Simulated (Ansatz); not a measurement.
A made-up structure of C$_{2}$HO (charge +1), closed shell:

C1  (0.957, -0.205, 0.435)
C2  (-0.028, 0.253, -0.109)
O3  (-0.361, -0.864, 0.203)
H4  (-0.568, 0.816, -0.529)
(Å)

It is relaxed with PBE-D4/def2-SVP and then PBE0-D4/def2-TZVP (Ansatz 0.2.0). Atoms count as bonded within 1.22 times the sum of their covalent radii (H–H: 0.88 Å). The end point is not checked to be a true minimum.

Problem. Does its bonding change? (A judgement: the text doesn't fix the answer.)

Solution. The calculation gives: No: no bond forms or breaks.

Where it ends: The first stage lowers the energy by 3.26 eV in 7 steps. It ends as C₂HO ([C]1[CH][O]1), total charge +1:
```xyz
4
angstrom
C 1.0415 -0.3737 0.5318
C -0.0679 0.2836 -0.1358
O -0.2508 -0.8988 0.2578
H -0.7229 0.9889 -0.6537
```

Labels in which every atom is bracketed show which atoms are joined, not bond orders.

For scale, one of the runs: PBE0-D4/def2-TZVP relaxation, 99 basis functions, launched by `ansatz run in.yaml --threads 2 --pin off --events-out ev --progress --plain --max-ram 4352MiB`. The run took about 6.5 s on 2 CPU threads of an Arm Neoverse V1 (shared host).
